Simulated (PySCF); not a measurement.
# Property card for `ClC1(Cl)CC1` (1,1-dichlorocyclopropane)

Compound: 1,1-dichlorocyclopropane, C3H4Cl2.
Z-matrix (Å and degrees, PBE0-D3(BJ)/def2-TZVP geometry), rows numbered from 1:
```
Cl
C   1  1.7496
Cl  2  1.7488  1  113.02
C   2  1.4850  1  118.34  3   144.76
C   2  1.4855  1  118.31  3  -144.70
H   4  1.0821  2  116.95  5   108.30
H   4  1.0820  2  116.96  5  -108.34
H   5  1.0820  2  116.92  4  -108.32
H   5  1.0820  2  116.94  4   108.32
```

Among its groups: C–Cl bond and cyclopropane ring.

From PBE0-D3(BJ)/def2-TZVP geometry optimisation, gas phase (PySCF):

```
Point group                  : C2v
Rotational constants A, B, C : 4.020, 2.932, 1.960 GHz
```

B97-2/pcSseg-2 ground state and GIAO shieldings, non-relativistic (PySCF):

```
Dipole moment                                               : 2.21 D
HOMO energy                                                 : -7.67 eV
LUMO energy                                                 : 0.07 eV
HOMO–LUMO gap                                               : 7.74 eV
13C chemical shifts (computed TMS as zero) by class         : 71.6 (C2), 25.1 (C4/C5) ppm
1H chemical shifts (computed TMS as zero) by class          : 1.30 (H6/H7/H8/H9) ppm
Isotropic shieldings of nuclei other than C and H, by class : 667 (Cl1/Cl3) ppm
```

Monoisotopic mass from the formula: 109.9690 u.

With B = h/(8π²I), that is 505.379 GHz u Å² over I, the principal moments of inertia are 125.7, 172.3 and 257.8 u Å² (most abundant isotopes); the inertial defect Ic − Ia − Ib is -40.2 u Å² (zero for a rigid planar frame, negative otherwise). The dipole matches unit charges of opposite sign 0.46 Å apart (1 e·Å = 4.8032 D). A dipole of 2.21 D is allowed in C2v, and pure rotational transitions are dipole-allowed. The rotational constants make it an asymmetric top with κ = (2B − A − C)/(A − C) = -0.06, midway between the prolate (−1) and oblate (+1) limits.

Isolated species at its PBE0-D3(BJ)/def2-TZVP geometry, gas phase. The shieldings hold no spin–orbit term; for a carbon that bears several chlorines this term is known to matter.
